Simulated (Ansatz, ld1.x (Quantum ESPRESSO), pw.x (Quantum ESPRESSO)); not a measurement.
**rubidium (Rb): does the ultrasoft potential hold in the solid?**

```json
{
  "Element": "rubidium (Rb)",
  "Generator": "ld1.x (Quantum ESPRESSO) 7.5",
  "Type": "ultrasoft",
  "Functional": "PBEsol",
  "Relativity": "scalar-relativistic",
  "Frozen core": "[Ar] 3d10",
  "Valence charge": "9",
  "Reference configuration": "4s2 4p6 4d0 5s0 5p0 (charge +1)",
  "Partial waves": "4s (bound): rcut 1.90, rcutus 2.05 bohr; 5s (bound, empty): rcut 1.90, rcutus 2.05 bohr; 4p (bound): rcut 3.35, rcutus 3.60 bohr; 5p (bound, empty): rcut 3.35, rcutus 3.60 bohr; 4d (bound, empty): rcut 4.35, rcutus 4.60 bohr; 4d channel at 0.5 Ry: rcut 4.35, rcutus 4.60 bohr",
  "Local potential": "all-electron potential smoothed inside 4.05 bohr (lloc = -1)",
  "Core correction": "none",
  "Augmentation charge": "PSQ, inside the norm-conserving radii"
}
```

Atomic tests: cutoffs needed: 12 Ry and 15 Ry (the cutoffs (Ry, on a coarse ladder) from which the occupation-weighted sum of valence levels, in a spherical-Bessel basis at the reference potential, stays within 10 and 1 mRy of its value at 400 Ry); ghost test: no extra level below or beside the all-electron valence levels (s, p, d, f tested) (spherical-Bessel basis up to 400 Ry, 20 bohr box); configuration tests: test run stopped at test 3 of 7 (negative rho).

Crystal test: diamond Rb in pw.x 7.5, no spin, 8³ k-points, Fermi–Dirac smearing 0.01 Ry, cutoffs 40/320 Ry. The reference is all-electron LAPW (Ansatz 0.2.0) with the same functional, mesh and smearing; V0 and B0 come from Birch–Murnaghan fits to the pressures at five volumes. Errors are pseudo minus all-electron; Δ is the rms difference of the E(V) curves that follow from these fits, minima aligned, over ±6 % about the mean V0. Mesh and smearing are coarse, so the numbers serve the comparison and aren't converged zero-temperature values; the lattice is a test structure that the element need not adopt.

All-electron: a0 = 10.152 Å (V0 = 130.80 Å³/atom), B0 = 1.0 GPa.

Question: How far does the potential miss the all-electron equation of state?

Answer: mean pressure error (GPa): +0.02; a0 (Å): 10.209; a0 error (%): +0.56; B0 error (%): +2.4; Δ (meV/atom): 0.5. The largest radius (4.60 bohr) exceeds half the bond length (4.16 bohr), so the spheres overlap, which is one possible source of error among others. This is a poor potential for the solid. Atomic configuration tests: test run stopped at test 3 of 7 (negative rho).

```json
{"V (Å³/atom)": "124.507", "P all-electron (GPa)": "0.06", "P pseudo (GPa)": "0.08"}
{"V (Å³/atom)": "127.784", "P all-electron (GPa)": "0.03", "P pseudo (GPa)": "0.05"}
{"V (Å³/atom)": "131.060", "P all-electron (GPa)": "-0.00", "P pseudo (GPa)": "0.02"}
{"V (Å³/atom)": "134.337", "P all-electron (GPa)": "-0.03", "P pseudo (GPa)": "-0.01"}
{"V (Å³/atom)": "137.613", "P all-electron (GPa)": "-0.05", "P pseudo (GPa)": "-0.03"}
```

Question: At the middle volume, how do free energy and pressure move when the wave cutoff is lowered (ecutrho held at 320 Ry)?

Answer:

| cutoff (Ry) | shift of F (meV/atom) | shift of P (GPa) |
| --- | --- | --- |
| 18 | +6.3 | -0.01 |
| 24 | +1.7 | -0.01 |
| 32 | +0.2 | -0.00 |

The run at the middle volume (29 k-points, 14 iterations) took about 2 min on one core of a shared host (Intel(R) Xeon(R) 6975P-C, 192 threads, 756 GiB, load 92).
